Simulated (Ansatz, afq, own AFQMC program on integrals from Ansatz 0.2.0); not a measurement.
## CH₂N, quartet: AFQMC among the cluster methods

```xyz
4

N    -0.0166   -0.1092    0.5315
C     0.1006    0.0778   -0.5962
H    -0.2692    0.7643    1.0112
H    -0.6994   -0.1732   -1.2926
```

Connectivity, by distances: NH–CH.

Basis cc-pVDZ. Noble-gas cores (and the filled d shells of Ga–Kr and In–Xe) are frozen. Ansatz 0.2.0 and our own AFQMC program on the same integrals; the CISD trial comes from CCSD amplitudes, and released means the phaseless constraint is let go. Free projection: walkers drawn from exp(T), propagated without any constraint. Its projection time is finite, and what remains of the start isn't in its error. Error bars are statistical, one sigma.

Determinant: UHF, the one that the program's search chose, which needn't be the lowest solution. The geometry is a point of a scan.

No full CI on the walks' own integrals is used here; CCSDT(Q) serves as the reference and is uncertain by about the last step of the cluster series.

Cautions: lower spins were not checked; the ph-AFQMC/CISD walk drifts between its halves (2.2 errors).

```
T1 diagnostic                               : 0.0228
weight of the determinant in the CISD state : 0.908
⟨S²⟩ of the determinant                     : 3.761
size of the correlated space                : 11 electrons in 36 orbitals
```

```tsv
level	correlation energy (eV)
MP2	-5.8478
CCSD	-6.6435
CCSD(T)	-6.7900
```

(1) Estimate where free-projection AFQMC lies against CCSD(T) on the same integrals.

(1) 0.83 ± 0.25 kcal/mol below CCSD(T).

Reference: CCSDT(Q), correlation energy -6.818 eV. The released energy is read at 2.40 1/Eh (meV from the phaseless value at times in 1/Eh: -9 ± 12 at 0.24, -25 ± 11 at 0.51, -14 ± 14 at 0.99, -18 ± 16 at 1.62, -27 ± 18 at 2.40).

```
         level  E − E(reference) (kcal/mol)  share of correlation (%)
       CCSD(T)                         0.66                     99.58
         CCSDT                         0.20                     99.87
   ph-AFQMC/HF                  0.36 ± 1.07                     99.77
 ph-AFQMC/CISD                  0.21 ± 0.24                     99.87
released AFQMC                 -0.41 ± 0.42                    100.26
    free AFQMC                 -0.18 ± 0.25                    100.11
```

Free projections are given only where their last times agree within the noise and don't stop above the reference; a slow remainder of the start can still hide under it. Released energies are given only where the last usable release times agree within the noise; a slower fall can still hide under it.
